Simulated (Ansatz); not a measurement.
# Elastic constant C12 of 2H WS2 at several levels of theory

No measured value is used here.

```
level (code)             value (GPa)  cell (Å³/atom)
-----------------------  -----------  --------------
LDA (Ansatz)                    56.3           17.16
PBE (Ansatz)                    42.3           21.83
PBE-D3(BJ) (Ansatz)             53.1           17.43
PBE-D3(BJ)+SOC (Ansatz)         52.4           17.42
r²SCAN (Ansatz)                  ___           19.10
```

Complete the blanks.


- r²SCAN (Ansatz, a program for electronic structure), value (GPa): 55.6

The crystal itself was run without spin with LDA, PBE, PBE-D3(BJ), r²SCAN; a magnetic state was not tried in these runs. Density-functional levels without +SOC have no spin–orbit coupling. LDA: LDA has no dispersion term either, though it tends to give short spacings of layers, chains or molecules. PBE, r²SCAN: the cell comes from a level without a dispersion term, which matters for the spacing of layers, chains or molecules. PBE-D3(BJ): the dispersion coefficients are held fixed in the derivatives. Each level is taken at its own relaxed cell. Cutoffs differ between the levels. Ansatz's density-functional and Hartree–Fock values are scalar-relativistic unless marked +SOC, with PAW data made under PBE.
